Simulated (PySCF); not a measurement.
**How the method moves the adiabatic energies of losing or gaining an electron of methoxy radical**

Structure: `C[O]` (CH3O•). The parent is a doublet.

All levels share the PBE0-D3(BJ)/ma-def2-SVP structures and the PBE0-D3(BJ)/ma-def2-SVP thermal terms; only the single-point energies (PySCF) change. Values are adiabatic energies of losing or gaining an electron (0 K, eV).

```csv
level,electron affinity to the singlet anion,abs. error,time
PBE0-D3(BJ)/def2-SV(P),0.68,0.89,11 s
PBE0-D3(BJ)/pcseg-2,1.26,0.31,25 s
PBE0-D3(BJ)/ma-def2-TZVP,1.37,0.20,–
PBE0-D3(BJ)/aug-pcseg-1,1.43,0.14,21 s
ωB97X-D3(BJ)/ma-def2-TZVP,1.47,0.10,24 s
CAM-B3LYP-D3(BJ)/ma-def2-TZVP,1.48,0.09,26 s
ωB97M-D3(BJ)/ma-def2-TZVP (grid 3),1.53,0.04,57 s
BLYP-D3(BJ)/ma-def2-TZVP,1.53,0.04,73 s
ATcT 1.112,1.57,,
```

Times are wall times for all single points of a level on 1 thread of Arm Neoverse N1, a shared host; the dash marks the run that also made the structures. BLYP ran on a slower path of this set-up, which computes the density-fitting integrals anew in every SCF cycle while the other levels store them. So the times needn't show the usual order of cost, and those levels read slower than they are.

The spread: 0.85 eV, from 0.68 to 1.53.

Bases without diffuse functions serve anions poorly.
